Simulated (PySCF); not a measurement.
Compound: C4H6N (doublet state).
SMILES with atom numbers: `[CH:1]#[C:2][C:3]([CH3:4])[NH2:5]` (hydrogens: H6 on C1; H7, H8, H9 on C4; H10, H11 on N5)

Cartesian coordinates in Å at the GFN2-xTB level; atoms count from 1:
```xyz
11
C4H6N angstrom
C      2.3389   -0.7820   -0.0851
C      1.2007   -0.3546   -0.0457
C     -0.0675    0.1531    0.0319
C     -1.1917   -0.6126    0.6457
N     -0.3776    1.3734   -0.5665
H      3.3051   -1.1826   -0.1430
H     -0.8270   -1.5468    1.0632
H     -1.9590   -0.8382   -0.0991
H     -1.6665   -0.0337    1.4428
H      0.4153    1.9685   -0.7544
H     -1.1654    1.8581   -0.1609
```

The hyperfine couplings belong to this conformer and change with its torsions.

Method used: UKS B3LYP, pcH-1 on C H N, non-relativistic, mean-field spin-orbit, GIAO (PySCF). Isolated species at its GFN2-xTB geometry, gas phase. A GFN2-xTB geometry isn't a minimum of the functional, and hyperfine couplings can be far from their values at a DFT geometry. Stability of the SCF solution: not tested.

Give the principal g shifts and their parts.

| Δg (ppm) | 1 | 2 | 3 |
| --- | --- | --- | --- |
| relativistic mass correction | -165 | -165 | -165 |
| gauge correction | -3 | 32 | 29 |
| orbital Zeeman/spin–orbit | 1 | 608 | 978 |
| total | -166 | 476 | 842 |

So g = 2.00215, 2.00280, 2.00316 and g_iso = 2.00270; the tensor is rhombic: the two nearest values differ by 36 % of g3 − g1. Axes: g2 points within 14° of the C3–N5 bond and g3 points within 15° of the C3–C4 bond.

What are the electron Larmor frequencies g μB B/h along the three axes at 1200 mT?

33.6271, 33.6379, 33.6441 GHz for g1, g2 and g3, a range of 16.9 MHz.

What effective moment and Curie constant follow for a powder?

With the mean of g² = 4.0108 and S(S+1) = 0.75: μ_eff = √(⟨g²⟩S(S+1)) = 1.734 μB and χT = 0.12505·⟨g²⟩·S(S+1) = 0.376 cm³ K/mol (cgs; spin-Hamiltonian part alone).

In a frozen sample, at which fields do the three g values resonate at 9.5, 34, 94 and 263 GHz (hyperfine left aside), and which band first spreads them over more than twice a line width of 1.0 mT?

```
band    GHz  B(g3) mT  B(g2) mT  B(g1) mT  spread mT
   X    9.5    338.84    338.90    339.01       0.17
   Q   34.0   1212.69   1212.92   1213.31       0.61
   W   94.0   3352.74   3353.36   3354.43       1.69
   J  263.0   9380.55   9382.26   9385.27       4.73
```

The spread grows in proportion to the frequency. J band is the first where it exceeds 2.0 mT.

Largest spin populations (Mulliken): C3 (+0.59), C1 (+0.48), C2 (-0.20) and N5 (+0.14). The angles at C3 add up to 359.8°, so it is planar.

The HOMO–LUMO gaps are 4.81 eV among the α and 5.79 eV among the β orbitals.
